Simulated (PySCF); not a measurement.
Saddle point of BNH$_{6}$, closed shell (BNH₄ ([BH2][NH2]) + H₂ → BH₃ + NH₃ (still joined by a long B–N bond); bonds formed: B1–H6, N2–H5; bonds broken: H5–H6; bonds weakened to dative contacts: B1–N2), PBE0-D4/def2-TZVP structure:

```csv
atom,x (Å),y (Å),z (Å)
B1,-0.0890,-0.6378,-0.1824
N2,0.0073,0.7461,0.5555
H3,0.7429,-1.4368,0.1412
H4,-1.2054,-1.0073,-0.4113
H5,0.3346,0.5275,-0.7675
H6,0.3465,-0.2342,-1.4045
H7,-0.8554,1.1958,0.8101
H8,0.7186,0.8468,1.2590
```

Energies are electronic, without zero-point energy. Barriers and step energies count from the start structure reached by relaxing down the imaginary mode; all methods use the PBE0-D4 structures, on which another method's saddle can fall below an end. Computed with PySCF 2.14 with density fitting (its default auxiliary sets; JK sets also for MP2 and CCSD(T)) (basis: def2-TZVPP, with def2-QZVPP for the basis limit); correlated methods freeze the cores. B3LYP uses VWN-RPA correlation. Extrapolation: Hartree–Fock as exp(−7.88 √X), correlation as X^−2.97.

```
   method  barrier (eV)  step energy (eV)
    SPW92         0.981            -0.377
   PBE-D4         1.405            -0.081
r2SCAN-D4         1.531            -0.057
  PBE0-D4             ?            -0.138
 B3LYP-D4         1.739             0.061
 BHLYP-D4         1.847             0.014
  wB97M-V         1.680            -0.023
       HF             ?             0.192
      MP2             ?            -0.032
     CCSD         1.812            -0.031
  CCSD(T)         1.749            -0.038
```

Problem. Fill in the withheld barriers. (Judge from chemistry; the value comes from the calculation.)

Solution. Computed: HF 2.317; MP2 1.699; PBE0-D4 1.474 eV. Each is the energy of the saddle less that of the start structure, by the same method.

For comparison, the barrier by CCSD(T) at an estimated basis limit (MP2 extrapolated from triple and quadruple zeta, plus CCSD(T) − MP2 in triple zeta) is 1.719 eV.

T1 diagnostic: at most 0.014. The start structure is not quite a true minimum (one mode of 67i cm⁻¹).

Labels in which every atom is bracketed show which atoms are joined, not bond orders.

For scale, one of the runs: CCSD(T)/def2-TZVPP, 146 basis functions, launched by `OMP_NUM_THREADS=4 python run.py`. The run took 60 s on 4 CPU threads of an Arm Neoverse V1 (shared host), with 0.75 GiB of host memory at its peak.
